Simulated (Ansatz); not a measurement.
# AlH2(OH) (AlH3O): a short trajectory

What does AlH2(OH) (AlH3O) do in its first 15 fs with a Nosé-Hoover thermostat, with the temperature set to 1000 K?

Program: Ansatz 0.2.0, Gaussian basis. Level of theory: r2SCAN/6-31G* with D3(BJ) with three-body dispersion. These are calculated values, not measurements.

**1. Structure used throughout**

An earlier r2SCAN-D4 in a triple-zeta def2 set relaxation fixed the geometry.

5 atoms, charge 0, spin multiplicity 1.

Atoms are counted from 1 here; the program's logs count them from 0.

Bond lengths: Al1–H2 1.583 Å, Al1–H3 1.576 Å, Al1–O4 1.697 Å, O4–H5 0.958 Å. Angles: H2–Al1–H3 124.4°, H2–Al1–O4 119.8°, H3–Al1–O4 115.7°, Al1–O4–H5 123.2°.

**2. Dynamics**

in.yaml reads:

```yaml
crystal:
  periodic: [false, false, false]
  atoms:
    - {symbol: Al, position_ang: [0.191628, 0.463025, -0.106073]}
    - {symbol: H, position_ang: [1.749349, 0.186542, -0.171388]}
    - {symbol: H, position_ang: [-0.473225, 1.873431, -0.332347]}
    - {symbol: O, position_ang: [-0.878374, -0.811341, 0.227439]}
    - {symbol: H, position_ang: [-0.589378, -1.711657, 0.382369]}
basis:
  gaussian: {orbitals: "6-31G*"}
hamiltonian: {xc: {name: r2SCAN}, dispersion: d3bjatm}
md: {timestep: 1 fs, n_steps: 15, ensemble: nvt_nose_hoover, temperature: 1000, initial_velocities: maxwell_boltzmann, seed: 780}
scf: {omitted_lower_state_checks: [starts]}
```

The run is started by

```sh
> ansatz run in.yaml --threads 4 --pin off --events-out ev --progress --plain --max-ram 3916MiB
```

Output (excerpt; [...] marks lines left out):

```text
Functional definition: r2SCAN
  name "r2SCAN"
  cite "Furness, Kaplan, Ning, Perdew & Sun, J. Phys. Chem. Lett. 11, 8208 (2020) doi:10.1021/acs.jpclett.0c02405"
  cite "Furness, Kaplan, Ning, Perdew & Sun, J. Phys. Chem. Lett. 11, 9248 (2020) doi:10.1021/acs.jpclett.0c03077"
  parent r2scan
[...]
479 factors; their error is unknown
[...]
mean field -8691.18315139 eV, -319.3950897180 hartree, gradient 3.5e-5 eV, S^2 0.000000; 0 other end points of the search recorded, 0 dependent functions left out
[...]
reference -8691.18316456 eV, -319.3950902022 hartree; 12, 12 occupied and 28, 28 virtual orbitals, 479 factors
md step     0: t =     0.00 fs  T =  1000.0 K  F+E_penalty+E_count = -8691.19527725 eV  E_kin = 0.387780 eV  conserved = -8690.80749725 eV  (21 SCF iters)
[...]
md step     4: t =     4.00 fs  T =   638.0 K  F+E_penalty+E_count = -8691.05271577 eV  E_kin = 0.247387 eV  conserved = -8690.80537159 eV  (23 SCF iters)
[...]
md step     8: t =     8.00 fs  T =   390.8 K  F+E_penalty+E_count = -8690.95736145 eV  E_kin = 0.151530 eV  conserved = -8690.80610769 eV  (24 SCF iters)
[...]
md step    12: t =    12.00 fs  T =   136.9 K  F+E_penalty+E_count = -8690.85757956 eV  E_kin = 0.053094 eV  conserved = -8690.80505568 eV  (25 SCF iters)
[...]
md step    14: t =    14.00 fs  T =   154.4 K  F+E_penalty+E_count = -8690.86453452 eV  E_kin = 0.059885 eV  conserved = -8690.80535990 eV  (24 SCF iters)
[...]
md step    15: t =    15.00 fs  T =   202.7 K  F+E_penalty+E_count = -8690.88295483 eV  E_kin = 0.078622 eV  conserved = -8690.80515157 eV  (11 SCF iters)
Total energy: -8690.88296793 eV, -319.3840581793 hartree
Atom 0 at     0.162258     0.481577    -0.090907 Å, force     1.880721    -1.171728    -0.629224 eV/Å
Atom 1 at     1.740318     0.021395    -0.257564 Å, force    -0.480585     0.312728     0.254622 eV/Å
Atom 2 at    -0.158992     1.893448    -0.620146 Å, force    -0.644044     0.625313     0.143049 eV/Å
Atom 3 at    -0.835064    -0.830271     0.243656 Å, force    -1.047025     0.924705     0.251063 eV/Å
Atom 4 at    -0.795850    -1.762660     0.093009 Å, force     0.290933    -0.691019    -0.019511 eV/Å
Dipole moment:    -0.085544    -0.144990     0.051798 e Å
Checks for a lower state left out: starts
```

It took 6.5 s on 4 threads of Arm Neoverse V2, shared host.

**3. Frames and traces**

Step by step, with energies from the first frame:

| time (fs) | T (K) | potential (meV) | conserved (meV) | Al1–H2 (Å) |
| --- | --- | --- | --- | --- |
| 0.0 | 1000 | 0.0 | 0.00 | 1.583 |
| 1.0 | 950 | 19.4 | 0.05 | 1.557 |
| 2.0 | 847 | 60.4 | 1.08 | 1.536 |
| 3.0 | 731 | 106.5 | 2.09 | 1.524 |
| 4.0 | 638 | 142.6 | 2.12 | 1.523 |
| 5.0 | 572 | 167.6 | 1.52 | 1.534 |
| 6.0 | 512 | 190.6 | 1.35 | 1.553 |
| 7.0 | 451 | 214.7 | 1.60 | 1.579 |
| 8.0 | 391 | 237.9 | 1.39 | 1.608 |
| 9.0 | 325 | 263.3 | 1.16 | 1.635 |
| 10.0 | 248 | 293.8 | 1.66 | 1.658 |
| 11.0 | 177 | 322.0 | 2.34 | 1.674 |
| 12.0 | 137 | 337.7 | 2.44 | 1.682 |
| 13.0 | 132 | 339.2 | 2.12 | 1.681 |
| 14.0 | 154 | 330.7 | 2.14 | 1.670 |
| 15.0 | 203 | 312.3 | 2.34 | 1.652 |

Positions (Å) and forces (eV/Å) at 15.0 fs:

```xyz
5

Al    0.162    0.482   -0.091    1.881   -1.172   -0.629
H     1.740    0.021   -0.258   -0.481    0.313    0.255
H    -0.159    1.893   -0.620   -0.644    0.625    0.143
O    -0.835   -0.830    0.244   -1.047    0.925    0.251
H    -0.796   -1.763    0.093    0.291   -0.691   -0.020
```

**4. Summary of results**

| quantity | value |
| --- | --- |
| length | 15 steps of 1.0 fs |
| temperature, first and last frame | 1000, 203 K |
| temperature, second half | mean 221 K, from 132 to 391 K |
| swing of the potential | 339 meV |
| largest change of the conserved energy | 2.44 meV |
| range of Al1–H2 | 1.523 to 1.682 Å |

From 1000 K at the start the temperature swings between 132 and 1000 K: with 5 atoms it has no steady value yet; energy flows between kinetic and potential parts, and any thermostat adds or takes heat. The conserved energy moves by 2.44 meV, 0.7 % of the potential's swing, so the step is short enough for this stretch. Al1–H2 swings most, by 0.16 Å; no bond breaks. A run of 15 fs gives no averages.
